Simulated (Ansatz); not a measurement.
Total energies of C3H5F3, SMILES `FCC(F)CF`.

Z-matrix (Å, degrees):
```
C
C 1 1.506
F 1 1.379 2 111.1
H 1 1.095 2 110.0 3 -119.8
H 1 1.093 2 109.7 3 119.7
C 2 1.506 1 112.7 3 48.5
F 2 1.382 1 109.7 3 -73.5
H 2 1.097 1 108.4 3 169.6
F 6 1.377 2 109.9 1 168.2
H 6 1.092 2 110.2 1 -72.0
H 6 1.095 2 110.1 1 48.9
```

Total charge 0; spin multiplicity 1. All single points use the PBE0-D4/def2-TZVP geometry. It is one conformer, not always the lowest. Basis def2-TZVPP, the Gaussian-basis code of Ansatz.

RPA on PBE orbitals: Hartree–Fock energy of these orbitals -414.92561 Eh, correlation -1.94388 Eh (frozen core).

```
functional  energy without D4 (Eh)  D4 term (kJ/mol)
       PBE              -416.57890             -16.8
    revPBE              -416.87917             -61.0
      BLYP              -416.93772             -38.1
    r2SCAN              -416.82581              -4.3
      PBE0              -416.59400             -13.9
   r2SCAN0              -416.77487              -4.8
 CAM-B3LYP              -416.89297             -13.7
   LC-ωPBE              -416.78998                 –
   ωB97X-V              -416.89012                 –
   ωB97M-V              -416.89127                 –
```

**Question.** Give the same for LDA (SPW92), B97M-V, B3LYP, r2SCANh, HSE06 (plane-wave form), BHLYP, B2PLYP, PBE-QIDH. (Estimate.)

**Answer.** Computed: 
| functional | energy without D4 (Eh) | D4 term (kJ/mol) |
| --- | --- | --- |
| LDA (SPW92) | -414.02564 | – |
| B97M-V | -416.91279 | – |
| B3LYP | -417.02627 | -26.6 |
| r2SCANh | -416.80484 | -4.4 |
| HSE06 (plane-wave form) | -416.57516 | -12.7 |
| BHLYP | -416.83877 | -17.7 |
| B2PLYP | -416.75378 | – |
| PBE-QIDH | -416.54153 | – |

B3LYP takes the VWN-RPA correlation (the form of Gaussian; ORCA's B3LYP/G). HSE06 is the plane-wave form, built on full-range PBE exchange. The double hybrids freeze the cores in their second-order part.

LC-ωPBE has ω = 0.4 bohr⁻¹.
